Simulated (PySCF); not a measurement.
**Dipole moment and polarisability across levels of theory**

Compound: C₅H₁₁F.
Bonds: C1–C2, C2–C3, C2–C4, C4–C5, C5–F6. Hydrogens: H7, H8, H9 on C1; H10 on C2; H11, H12, H13 on C3; H14, H15 on C4; H16, H17 on C5.

PySCF, dipoles from the SCF density, polarisabilities from static response with core orbitals frozen. The structure is a single PBE0-D3(BJ)/def2-SVP conformer in the gas phase; no vibrational or solvent corrections.

Task: Compare the levels for these properties.

Result: 

```csv
level,μ (D),α (Å³),anisotropy (Å³)
LDA/def2-SVPD,2.024,10.07,1.79
PBE/def2-SVPD,1.958,9.91,1.78
B3LYP/def2-SVPD,2.062,9.60,1.62
PBE0/def2-SVPD,2.050,9.52,1.63
BHandHLYP/def2-SVPD,2.160,9.25,1.49
CAM-B3LYP/def2-SVPD,2.116,9.46,1.55
wB97X-D/def2-SVPD,2.074,9.46,1.55
LC-wPBE/def2-SVPD,2.108,9.24,1.51
HF/def2-SVPD,2.238,8.90,1.32
PBE0/6-31G*,1.791,8.05,1.14
PBE0/6-31+G*,2.111,8.89,1.36
PBE0/def2-SVP,1.879,8.32,1.21
PBE0/aug-cc-pVDZ,2.001,9.72,1.70
PBE0/def2-TZVP,1.930,9.30,1.54
```

The anisotropy is √(½[(α1 − α2)² + (α2 − α3)² + (α3 − α1)²]). The dipole runs from 1.79 D (PBE0/6-31G*) to 2.24 D (HF/def2-SVPD). No reference polarisability is at hand; against PBE0 in the largest diffuse basis at hand (aug-cc-pVDZ) the other PBE0 rows deviate by 6-31G* -17%, 6-31+G* -9%, def2-SVP -14%, def2-SVPD -2%, def2-TZVP -4%. In one basis (def2-SVPD) the functionals order the polarisability from HF (lowest) to LDA (highest), a spread of 13%. With PBE0 the polarisability is 8.56 Å³ without diffuse functions (mean of 6-31G*, def2-SVP and def2-TZVP) and 9.38 Å³ with them (mean of 6-31+G*, def2-SVPD and aug-cc-pVDZ).
